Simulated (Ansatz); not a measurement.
A relaxed structure of Cu. Computed with PBE (plane waves to 420 eV, PAW, scalar-relativistic; Ansatz, a program for electronic structure).

```
CELL_PARAMETERS angstrom
     -1.28301     1.28301     1.81401
      1.28301    -1.28301     1.81401
      1.28301     1.28301    -1.81401
ATOMIC_POSITIONS crystal
  Cu 0.00000 0.00000 0.00000
```

Q: Find the space group and the Wyckoff positions (tolerance 0.01 Å).

A: Space group Fm-3m (No. 225); a = 3.629 Å, b = 3.629 Å, c = 3.629 Å, α = 90.00°, β = 90.00°, γ = 90.00°

| atom | site | symmetry | x | y | z |
|---|---|---|---|---|---|
| Cu | 4a | m-3m | 0.0000 | 0.0000 | 0.0000 |

This is the fcc (Cu type).

Q: Give the shortest distances between elements (the closest pairs, up to four, under 3.6 Å).

A: Cu–Cu 2.57 Å.

The volume per atom is 11.94 Å³ and the band gap comes out as no gap (metallic).

No spin polarisation in the result.

Measured for Cu: a 3.595 Å (static lattice; corrected from measurement; as listed in Gábor I. Csonka et al., Physical Review B (2009)). Computed minus measured — a: PBE +0.9 %. The computed values are for a static lattice.

The run could not lose the symmetry of its start.

It was reached from a disturbed copy of a Pm-3m (No. 221) cell (AFLOW prototype A_cP1_221_a (A_h)), against which it lies -0.47 eV/atom.
